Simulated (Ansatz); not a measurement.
A run of Ansatz (development build ahead of 0.2.0) on triplet B2 at this shape:

```xyz
2

B     0.0000    0.0000   -0.8498
B     0.0000    0.0000    0.8498
```

Its results:

```
Converged                       : yes
Reference energy                : -49.13935 hartree
Correlation energy              : -0.10131 hartree
Total energy                    : -49.24066 hartree
Spin squared of the determinant : 2.874
```

Which input gives this output? Name the method, the orbitals and the basis set, and write the input.

UHF-MP2 in cc-pVTZ.

```yaml
crystal:
  periodic: [false, false, false]
  atoms:
    - { symbol: B, position_ang: [0.0, 0.0, -0.84981] }
    - { symbol: B, position_ang: [0.0, 0.0, 0.84981] }
basis:
  gaussian: { orbitals: cc-pVTZ }
magnetization:
  spin_polarized: true
  initial_magnetization: 2
hamiltonian:
  xc: hf
correlation:
  method: mp2
  frozen_orbitals: { B: 1 }
```

Caution: the unrestricted determinant is a mixture of spin states.
